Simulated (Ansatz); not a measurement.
Working through vertical and adiabatic energies of changing the electron count of BFO, SMILES O=BF

Program: the Ansatz DFT code, driven from Python.

The cells in order, each with its output:

```python
import itertools

import ansatz as az
from ase import Atoms
from ase.data import atomic_numbers, covalent_radii
import numpy as np
```

```python
atoms = Atoms(["O", "B", "F"], positions=[
    (0.97333, -0.55912, 0.47519),
    (0.02479, -0.01497, 0.01202),
    (-0.99812, 0.5741, -0.48721),
])
geometry = az.Crystal.molecule_from_ase(atoms)

model = (
    geometry.calculation()
    .basis(gaussian="cc-pVDZ")  # the orbital basis, by name
    .functional("pbe0")
)
symbols = [site.symbol for site in geometry.cartesian_sites]
start = np.array([site.position_ang for site in geometry.cartesian_sites], dtype=float)
r = model.relax(force_tolerance=0.01, max_steps=100).run(threads=1, backend="cpu").report
end = np.array(r["positions_ang"])
```

```python
minimum = az.Crystal.molecule()
for symbol, place in zip(symbols, end):
    minimum = minimum.atom(symbol, place.tolist())
ion = minimum.calculation().basis(gaussian="cc-pVDZ").functional("pbe0").charge(1).spin("collinear", total=1)
vertical = ion.run(threads=1, backend="cpu").report
settled = ion.relax(force_tolerance=0.01, max_steps=80).run(threads=1, backend="cpu").report
print(f"vertical ionisation energy   {vertical['free_energy_ev'] - r['free_energy_ev']:.3f} eV")
print(f"adiabatic, no zero point     {settled['free_energy_ev'] - r['free_energy_ev']:.3f} eV")
print(f"relaxation energy of the ion {vertical['free_energy_ev'] - settled['free_energy_ev']:.3f} eV")
ionised = np.array(settled["positions_ang"])
# pairs closer than 1.2 times the sum of covalent radii, before or after
radius = [covalent_radii[atomic_numbers[s]] for s in symbols]
span = lambda where, i, j: np.linalg.norm(where[i] - where[j])
bonded = [(i, j) for i, j in itertools.combinations(range(len(symbols)), 2) if min(span(end, i, j), span(ionised, i, j)) < 1.2 * (radius[i] + radius[j])]
print("pair        before    after (A)")
for i, j in bonded:
    print(f"{symbols[i]}{i}-{symbols[j]}{j}".ljust(10), f"{span(end, i, j):8.4f} {span(ionised, i, j):8.4f}")
for first, second in list(itertools.combinations(bonded, 2)):
    shared = set(first) & set(second)
    if shared and symbols[(j := shared.pop())] != "H":
        i, k = sorted((set(first) | set(second)) - {j})
        u, v = ionised[i] - ionised[j], ionised[k] - ionised[j]
        angle = np.degrees(np.arccos(np.clip(u @ v / np.linalg.norm(u) / np.linalg.norm(v), -1, 1)))
        print(f"final angle {symbols[i]}{i}-{symbols[j]}{j}-{symbols[k]}{k}: {angle:.2f} deg")
```

    vertical ionisation energy   13.285 eV
    adiabatic, no zero point     12.857 eV
    relaxation energy of the ion 0.429 eV
    pair        before    after (A)
    O0-B1        1.2085   1.3126
    B1-F2        1.2929   1.2369
    final angle O0-B1-F2: 180.00 deg

The energies are electronic: no zero-point or thermal terms, and the basis set is short of its limit. The product may relax into another structure. Each relaxation finds its nearest minimum, which needn't be the lowest. Timing: 36 s on 1 thread of Arm Neoverse V2 (shared host), peak memory 0.19 GiB.
